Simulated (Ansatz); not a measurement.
System: graphite. Method: r²SCAN (Ansatz, a quantum-chemistry and plane-wave program, plane waves, PAW).

Run with plane-wave cutoff 560 eV, 24×24×8 k mesh (along the axes of the cell as run), Fermi–Dirac smearing 0.05 eV, scalar-relativistic PAW data made under PBE.

Cell (relaxed at this level):

```
C
1.0
    1.22791    -2.12680     0.00000
    1.22791     2.12680     0.00000
    0.00000     0.00000     7.06087
C
4
Cartesian
  0.00000   0.00000   1.76522
  0.00000   0.00000   5.29565
  1.22791   0.70893   1.76522
  1.22791  -0.70893   5.29565
```

### Question
Estimate the bulk modulus B0 that the calculation returns.

### Answer

* **bulk modulus B0**: 20.5 GPa

The run finds no gap.

Measured, for comparison: bulk modulus 33.8 ± 0.3 GPa (room temperature, no zero-point or thermal correction, our sources range from 33.8 to 35.8; as tabulated in Ouyang et al. (2019), arXiv:1912.06187). Computed (rounded) less measured: bulk modulus -39 % (-39 % to -43 % over the range).

Note: the cell comes from a level without a dispersion term, which matters for the spacing of layers, chains or molecules; the bulk modulus comes from volumes at which shape and atoms were relaxed.

Computed values are for the static lattice.

The result took around 2.7 core-minutes (rough).
